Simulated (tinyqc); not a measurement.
Worked calculation: Hueckel theory of the pi electrons with the omega technique, for the molecule C=C (SMILES; centres numbered as the heavy atoms are written). Computed by tinyqc, a small Python program that keeps every step. Settings: charge = 0, omega = 1.4, damping = 0.3. Command: `OMP_NUM_THREADS=1 python tinyqc.py 27145 27146 out.jsonl` (the two numbers bound the seeds that draw the settings). One thread of a shared host (Intel(R) Xeon(R) Processor @ 2.60GHz), about 0.01 s of CPU time with the checks.

## The Hueckel matrix

Centres:
```
centre  z_r, pi electrons of the neutral centre        h
1C                                            1  0.00000
2C                                            1  0.00000
```

Bonds:
```
i  j  k
1  2  1
```

H_rr = alpha + h_r beta, H_rs = k_rs beta for bonded centres.

Hueckel matrix in units of beta (H = alpha + beta A):
```
         1C       2C
1C  0.00000  1.00000
2C  1.00000  0.00000
```

## Orbitals, round 1

pi electrons, sum of z_r less the charge = 2

Diagonalise; E = alpha + x beta with beta < 0, so the largest x are filled first; degenerate levels share their electrons. P = sum n_i c_ri c_si; each orbital has its largest coefficient positive (the first on a tie).

x values: 1.00000  -1.00000

occupations: 2.00000  0.00000

coefficients:
```
        MO1       MO2
1C  0.70711   0.70711
2C  0.70711  -0.70711
```

charge and bond-order matrix P:
```
         1C       2C
1C  1.00000  1.00000
2C  1.00000  1.00000
```

## Omega technique, round 1

h_r = h_r(0) + omega q_r, omega = 1.4, with q_r = z_r - P_rr; 0.3 of the old diagonal is kept.

matrix after round 1:
```
         1C       2C
1C  0.00000  1.00000
2C  1.00000  0.00000
```

## Convergence

Each round sets h_r = h_r(0) + omega (z_r - P_rr), keeping the share named as damping of the old diagonal; repeat until output and input diagonals agree to 1e-6.

Rounds:
```
round  sum n x  largest |h(out) - h(in)|
1      2.00000                  3.11e-16
```

Converged in 1 rounds.

## Energy, charges, bond orders

E = sum n x; q_r = z_r - P_rr; bond order p = P_rs; free valence = sqrt(3) - sum of p over the bonds of the atom.

pi energy = 2 alpha + this times beta = 2.00000

pi charges: 1C 0.00000, 2C 0.00000

Bond orders and lengths from R = 1.517 - 0.180 p (angstrom, C-C alone):
```
bond        p        R
1-2   1.00000  1.33700
```

free valence of the carbons: 1C 0.73205, 2C 0.73205

gap between the highest filled and the next level = 2.00000 |beta|
